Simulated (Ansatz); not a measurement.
Isolated molecules relaxed with PBE0-D4/def2-TZVP in Ansatz; ΔE leaves out vibrations. CCSD(T)/CBS adds triple-zeta CCSD(T) − MP2 to the extrapolated MP2 energy (def2 sets, frozen cores). This one scheme is used for every species, atoms too. Functionals use def2-TZVPP. Open shells (•) are unrestricted, without spin–orbit coupling. Spin–orbit coupling would lower the free atoms: a little for C, S. One conformer a species, not always the lowest.

Consider the atomization: `CCCSCC` → 5 C• + 12 H• + S•.

`CCCSCC`:

Z-matrix (Å, degrees):
```
C
C 1 1.520
H 1 1.094 2 111.3
H 1 1.092 2 111.3 3 120.1
H 1 1.093 2 111.2 3 -119.8
C 2 1.518 1 112.0 3 59.6
H 2 1.095 1 109.4 3 -62.1
H 2 1.094 1 110.4 3 -178.8
S 6 1.804 2 115.3 1 176.6
H 6 1.094 2 110.8 1 -58.1
H 6 1.094 2 110.2 1 59.4
C 9 1.807 6 102.2 2 64.0
C 12 1.515 9 114.8 6 62.3
H 12 1.093 9 109.5 6 -63.7
H 12 1.093 9 103.6 6 -177.1
H 13 1.092 12 111.6 9 -64.9
H 13 1.092 12 110.9 9 55.5
H 13 1.094 12 110.5 9 175.8
```

What is ΔE at CCSD(T)/CBS? (Estimate.)

The calculation gave: +6916.2 kJ/mol.

What do these levels give: PBE0-D4, r2SCAN0-D4, ωB97M-V, revPBE, CAM-B3LYP, HF/CBS(def2)? (Best estimate.)

The calculation gave: PBE0-D4 6964.4, r2SCAN0-D4 6876.2, ωB97M-V 6939.1, revPBE 6776.3, CAM-B3LYP 6908.0, HF/CBS(def2) 5209.5 kJ/mol.

Largest T1 diagnostic among the species: 0.010.

At CCSD(T), def2-SVP lies −287.3 kJ/mol from the extrapolated value and def2-TZVPP −151.0 kJ/mol: correlation converges slowly with the basis, and small sets miss more of it in the bonded molecule than in its fragments. From BLYP to BHLYP (50 % exact exchange), in def2-TZVPP and without D4, ΔE moves by −62.7 kJ/mol: exact exchange takes away binding that semilocal exchange gives to molecules. Leaving LDA and LC-ωPBE aside and taking each functional with its dispersion term where it has one, the values, not all of them listed here, spread over 265.7 kJ/mol, from BHLYP-D4 to PBE-D4. LDA lies +840.5 kJ/mol from PBE without D4, its usual overbinding.

For atomizations the MP2-based limit and the directly extrapolated one differ by several kJ/mol either way, and by 10 to 25 for some Ge, Se and Sn compounds, so smaller differences from it don't rank the levels.
